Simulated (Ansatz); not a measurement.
# CH4N (SMILES [CH2]N), step by step

We compute a geometry optimisation (doublet CH4N, UPBE0/6-31G*), then the harmonic vibrations (doublet CH4N, UPBE0/6-31G*), then a single-point energy (doublet CH4N, UMP2/def2-TZVP), then a single-point energy (singlet CH4N+, UMP2/def2-TZVP), then a geometry optimisation (singlet CH4N+, UPBE0/6-31G*) of CH4N. 

Program for the calculation: Ansatz 0.2.0.

## (1) The structure to begin with

The species is CH4N (6 atoms), meant as a doublet with charge 0. As SMILES, `[CH2]N`. All atoms were displaced at random from a relaxed shape. The run starts from this shape.

Bond lengths: C1–N2 1.335 Å, C1–H3 1.011 Å, C1–H4 1.083 Å, N2–H5 1.066 Å, N2–H6 1.069 Å. Angles: C1–N2–H5 115.6°, C1–N2–H6 111.7°, N2–C1–H3 126.3°, N2–C1–H4 110.9°, H5–N2–H6 101.9°, H3–C1–H4 115.8°.

## (2) A structure relaxation at UPBE0/6-31G(d) (Cartesian functions) (run 1)

File in.yaml:

```yaml
basis:
  gaussian: {orbitals: "6-31G*"}
crystal:
  periodic: [false, false, false]
  atoms:
    - {symbol: C, position_ang: [-0.410661, -0.575926, -0.128801]}
    - {symbol: "N", position_ang: [0.346006, 0.444040, 0.283799]}
    - {symbol: H, position_ang: [-1.317358, -0.834029, 0.235906]}
    - {symbol: H, position_ang: [0.203977, -1.393473, -0.484760]}
    - {symbol: H, position_ang: [1.078273, 0.785467, -0.411221]}
    - {symbol: H, position_ang: [-0.235106, 1.327394, 0.443578]}
relax: {}
magnetization: {spin_polarized: true, initial_magnetization: 1}
hamiltonian: {xc: pbe0}
```

Run with:

```
$ ansatz run in.yaml --threads 1 --pin off --max-ram 2610MiB --events-out events.jsonl --progress --plain --runs-dir runs
```

The program printed:

```text
Warning: RAYON_NUM_THREADS=1 ignored (pool sized by the plan → 1); use --threads N
The last accepted step is kept in runs//last_step.txt (removed where the run ends without a failure and the disk answers)
[... 59 lines left out ...]
Total energy: -2587.20274519 eV, -95.0779472169 hartree
[... 6 lines left out ...]
Dipole moment:     0.051560     0.229381    -0.076848 e Å
```

It took 6.6 s on 1 thread of AMD EPYC 7B13 (Zen 3), shared host; peak memory 0.13 GiB.

Step by step:

```tsv
step	energy from the first frame kept (eV)	largest force (eV/Å)
1	0.0000	5.3844
2	-0.3556	1.8716
3	-0.4205	0.3104
4	-0.4221	0.1676
5	-0.4245	0.0190
6	-0.4245	0.0121
7	-0.4245	0.0014
```

After the run. Bond lengths: C1–N2 1.395 Å, C1–H3 1.086 Å, C1–H4 1.086 Å, N2–H5 1.013 Å, N2–H6 1.013 Å. Angles: C1–N2–H5 114.1°, C1–N2–H6 114.1°, N2–C1–H3 115.8°, N2–C1–H4 115.8°, H5–N2–H6 109.9°, H3–C1–H4 117.3°.

## (3) The harmonic vibrations at UPBE0/6-31G(d) (Cartesian functions) (run 2)

File run.yaml:

```yaml
crystal:
  periodic: [false, false, false]
  atoms:
    - {symbol: C, position_ang: [-0.394243, -0.596870, -0.203702]}
    - {symbol: N, position_ang: [0.319049, 0.512314, 0.249789]}
    - {symbol: H, position_ang: [-1.316373, -0.813842, 0.326768]}
    - {symbol: H, position_ang: [0.204614, -1.442081, -0.529041]}
    - {symbol: H, position_ang: [1.105717, 0.766206, -0.334908]}
    - {symbol: H, position_ang: [-0.253633, 1.327746, 0.429595]}
basis:
  gaussian: {orbitals: "6-31G*"}
total_charge: 0
magnetization: {spin_polarized: true, initial_magnetization: 1}
hamiltonian: {xc: pbe0}
phonons: {temperatures: {t_min: 100, t_max: 600, t_step: 100}}
```

Run with:

```
$ ansatz run run.yaml --threads 1 --pin off --max-ram 2610MiB --events-out events.jsonl --progress --plain --runs-dir runs
```

The program printed:

```text
Warning: RAYON_NUM_THREADS=1 ignored (pool sized by the plan → 1); use --threads N
[... 203 lines left out ...]
Total energy: -2587.20274531 eV, -95.0779472212 hartree
[... 6 lines left out ...]
Dipole moment:     0.051560     0.229381    -0.076848 e Å
Vibrations: 454.89 683.22 788.73 960.11 1255.81 1350.82 1500.21 1695.31 3177.91 3286.61 3561.98 3667.01 cm⁻¹, zero-point energy 1.387545 eV
```

Run time: 19 s. Hardware: 1 thread of AMD EPYC 7B13 (Zen 3), shared host; peak memory 0.12 GiB.

## (4) The energy at UMP2/def2-TZVP (run 3)

File job.yaml:

```yaml
crystal:
  periodic: [false, false, false]
  atoms:
    - symbol: C
      position_ang: [-0.394243, -0.596870, -0.203702]
    - symbol: "N"
      position_ang: [0.319049, 0.512314, 0.249789]
    - symbol: H
      position_ang: [-1.316373, -0.813842, 0.326768]
    - symbol: H
      position_ang: [0.204614, -1.442081, -0.529041]
    - symbol: H
      position_ang: [1.105717, 0.766206, -0.334908]
    - symbol: H
      position_ang: [-0.253633, 1.327746, 0.429595]
basis:
  gaussian: {orbitals: def2-TZVP}
magnetization: {spin_polarized: true, initial_magnetization: 1}
correlation: {method: mp2}
output: {orbitals: {seedname: orbitals}}
```

Run with:

```
$ ansatz run job.yaml --threads 1 --pin off --max-ram 2610MiB --events-out events.jsonl --progress --plain --runs-dir runs
```

The program printed:

```text
Warning: RAYON_NUM_THREADS=1 ignored (pool sized by the plan → 1); use --threads N
Functional definition: HF
  name "HF"
  exchange = exact_x
  correlation = 0
598 factors; integrals over basis functions are off by at most 1.2e-3 eV
mean field evaluation 1: about -2573.2041 eV, gradient 1.9e1 eV
mean field evaluation 2: about -2573.2050 eV, gradient 1.9e1 eV
mean field evaluation 4: about -2574.9978 eV, gradient 2.4e0 eV
mean field evaluation 8: about -2575.0657 eV, gradient 2.3e-1 eV
mean field -2575.06729490 eV, -94.6319776444 hartree, gradient 3.9e-6 eV, S^2 0.762089; 0 other end points of the search recorded, 0 dependent functions left out
2 core orbitals not correlated: weight in the atoms' cores, before any rotation towards them, 1.000 or more for the frozen orbitals, at most 0.000 for the correlated occupied ones
reference -2575.06729490 eV, -94.6319776444 hartree; 7, 6 occupied and 77, 78 virtual orbitals, 598 factors
second order -9.72866728 eV of doubles, -0.00000000 eV of singles
Total energy: -2584.79596218 eV, -94.9894995725 hartree
```

Run time: 0.52 s. Hardware: 1 thread of AMD EPYC 7B13 (Zen 3), shared host; peak memory 0.12 GiB.

## (5) The singlet cation: a single-point energy at UMP2/def2-TZVP (run 4)

job.yaml, as its differences from that of step 4:

```diff
@@ -17,4 +17,4 @@
   gaussian: {orbitals: def2-TZVP}
-magnetization: {spin_polarized: true, initial_magnetization: 1}
+total_charge: 1
+magnetization: {spin_polarized: true}
 correlation: {method: mp2}
-output: {orbitals: {seedname: orbitals}}
```

Run with:

```
$ ansatz run job.yaml --threads 1 --pin off --max-ram 2610MiB --events-out events.jsonl --progress --plain --runs-dir runs
```

The program printed:

```text
Warning: RAYON_NUM_THREADS=1 ignored (pool sized by the plan → 1); use --threads N
[... 4 set-up lines as earlier in the session ...]
598 factors; integrals over basis functions are off by at most 1.2e-3 eV
mean field evaluation 1: about -2564.7682 eV, gradient 3.0e1 eV
mean field evaluation 2: about -2564.7689 eV, gradient 3.0e1 eV
mean field evaluation 4: about -2568.1412 eV, gradient 2.7e0 eV
mean field evaluation 8: about -2568.1795 eV, gradient 5.0e-4 eV
mean field evaluation 16: about -2568.1798 eV, gradient 1.2e-1 eV
mean field evaluation 32: about -2568.1799 eV, gradient 5.8e-2 eV
mean field -2568.18047922 eV, -94.3788918360 hartree, gradient 4.8e-6 eV, S^2 0.049270; 3 other end points of the search recorded, 0 dependent functions left out
2 core orbitals not correlated: weight in the atoms' cores, before any rotation towards them, 1.000 or more for the frozen orbitals, at most 0.000 for the correlated occupied ones
reference -2568.18047922 eV, -94.3788918360 hartree; 6, 6 occupied and 78, 78 virtual orbitals, 598 factors
second order -9.56392830 eV of doubles, -0.00000000 eV of singles
Total energy: -2577.74440752 eV, -94.7303597183 hartree
```

Run time: 0.97 s. Hardware: 1 thread of AMD EPYC 7B13 (Zen 3), shared host; peak memory 0.12 GiB.

## (6) The singlet cation: a structure relaxation at UPBE0/6-31G(d) (Cartesian functions) (run 5)

File molecule.yaml:

```yaml
crystal:
  periodic: [false, false, false]
  atoms:
    - {symbol: C, position_ang: [-0.394243, -0.596870, -0.203702]}
    - {symbol: N, position_ang: [0.319049, 0.512314, 0.249789]}
    - {symbol: H, position_ang: [-1.316373, -0.813842, 0.326768]}
    - {symbol: H, position_ang: [0.204614, -1.442081, -0.529041]}
    - {symbol: H, position_ang: [1.105717, 0.766206, -0.334908]}
    - {symbol: H, position_ang: [-0.253633, 1.327746, 0.429595]}
basis:
  gaussian:
    orbitals: "6-31G*"
total_charge: 1
magnetization:
  spin_polarized: true
hamiltonian:
  xc: pbe0
relax: {}
```

Run with:

```
$ ansatz run molecule.yaml --threads 1 --pin off --max-ram 2610MiB --events-out events.jsonl --progress --plain --runs-dir runs
```

The program printed (excerpt; [...] marks lines left out):

```text
Warning: RAYON_NUM_THREADS=1 ignored (pool sized by the plan → 1); use --threads N
[... 1 set-up line as earlier in the session ...]
[... 64 lines left out ...]
Total energy: -2581.16315735 eV, -94.8559964573 hartree
[... 6 lines left out ...]
Dipole moment:     0.037622     0.079200     0.008723 e Å
```

Wall time 6.9 s (1 thread of AMD EPYC 7B13 (Zen 3), shared host); peak memory 0.13 GiB.

Step by step:

```tsv
step	energy from the first frame kept (eV)	largest force (eV/Å)
1	0.0000	6.3666
2	-0.7196	4.2057
3	-0.8608	4.4502
4	-1.0468	0.3642
5	-1.0399	0.5770
6	-1.0529	0.0455
7	-1.0530	0.0170
8	-1.0530	0.0003
```

After the run. Bond lengths: C1–N2 1.275 Å, C1–H3 1.088 Å, C1–H4 1.088 Å, N2–H5 1.021 Å, N2–H6 1.021 Å. Angles: C1–N2–H5 121.9°, C1–N2–H6 121.9°, N2–C1–H3 119.7°, N2–C1–H4 119.7°, H5–N2–H6 116.2°, H3–C1–H4 120.7°.

## (7) What came out

```
                                                                             quantity         value
                                         run 1, UPBE0/6-31G*: total energy at the end  -95.07795 Eh
                                                   run 1, UPBE0/6-31G*: dipole moment        1.19 D
                                                            run 1, UPBE0/6-31G*: ⟨S²⟩         0.753
                                        run 2, UPBE0/6-31G*: largest force on an atom    0.001 eV/Å
                                      run 2, UPBE0/6-31G*: lowest harmonic wavenumber      455 cm⁻¹
                                     run 2, UPBE0/6-31G*: highest harmonic wavenumber     3667 cm⁻¹
                                               run 2, UPBE0/6-31G*: zero-point energy  133.9 kJ/mol
                                                  run 3, UMP2/def2-TZVP: total energy  -94.98950 Eh
    run 3, UMP2/def2-TZVP: HOMO energy (Hartree–Fock orbitals) (highest over α and β)      -8.23 eV
     run 3, UMP2/def2-TZVP: LUMO energy (Hartree–Fock orbitals) (lowest over α and β)       3.77 eV
                   run 3, UMP2/def2-TZVP: correlation energy (2 core orbitals frozen)    -357.5 mEh
                             run 3, UMP2/def2-TZVP: ⟨S²⟩ of the reference determinant         0.762
                                                  singlet cation, run 4: total energy  -94.73036 Eh
                   singlet cation, run 4: correlation energy (2 core orbitals frozen)    -351.5 mEh
                             singlet cation, run 4: ⟨S²⟩ of the reference determinant         0.049
                                       singlet cation, run 5: total energy at the end  -94.85600 Eh
                   vertical ionisation energy (to the singlet cation), UMP2/def2-TZVP      7.052 eV
adiabatic ionisation energy (to the singlet cation, no zero-point term), UPBE0/6-31G*      6.040 eV
```

**Reading.** At UMP2/def2-TZVP: removing an electron at fixed nuclei costs 7.05 eV (163 kcal/mol). Only the singlet of the ionised species was computed; a triplet could lie lower. At UPBE0/6-31G*: the adiabatic ionisation energy (to the singlet cation, no zero-point term) is 6.04 eV (139 kcal/mol). The optimisation (run 1, UPBE0/6-31G*) took 6 steps and changed the energy by -0.425 eV. Mulliken charges (run 1, UPBE0/6-31G*) run from -0.71 on N2 to +0.34 on H5. All 12 modes (run 2, UPBE0/6-31G*) are real, so the shape is a minimum at this level.
